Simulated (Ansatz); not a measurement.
Cl–Al–GaH⁺, quartet: the ladder up to UCCSDT(Q)

Geometry: that of the Cl–Al–GaH, triplet, kept fixed. The doublet lies 3.6 eV lower here.

```xyz
4

Cl    0.0000   -0.2241    2.6351
Al    0.0000    0.5840    0.6943
Ga    0.0000   -0.1160   -1.5641
H     0.0000    0.2730   -3.0821
```

Basis cc-pVDZ; Ansatz 0.2.0. Only valence electrons are correlated (noble-gas cores and the filled d shells of p-block atoms frozen), which leaves 13 electrons in 44 orbitals. R marks a restricted (for open shells ROHF) determinant, U an unrestricted one. No spin–orbit coupling is included, and no scalar relativity.

Full CI isn't at hand for all of this; UCCSDT(Q) serves as the reference, and is uncertain by the last step of the cluster series or more.

The UHF ⟨S²⟩ is 3.774, the T1 diagnostic (RCCSD) is 0.0441 and the largest doubles amplitude (RCCSD) is 0.076. The T1 diagnostic (UCCSD) is 0.0327.

From what is known of these methods and the diagnostics, rank them by the size of their error in total energy against UCCSDT(Q) in cc-pVDZ, smallest first (an estimate: the text doesn't fix the numbers).
A. UCCSD(T)
B. UCCSDT
C. UCCSD
D. UHF
E. UMP2

B (0.45 kcal/mol), A (1.54 kcal/mol), C (6.32 kcal/mol), E (27.61 kcal/mol), D (154.98 kcal/mol).

All errors are against UCCSDT(Q) in cc-pVDZ. Within each family the higher level lies nearer, as is usual though not guaranteed.
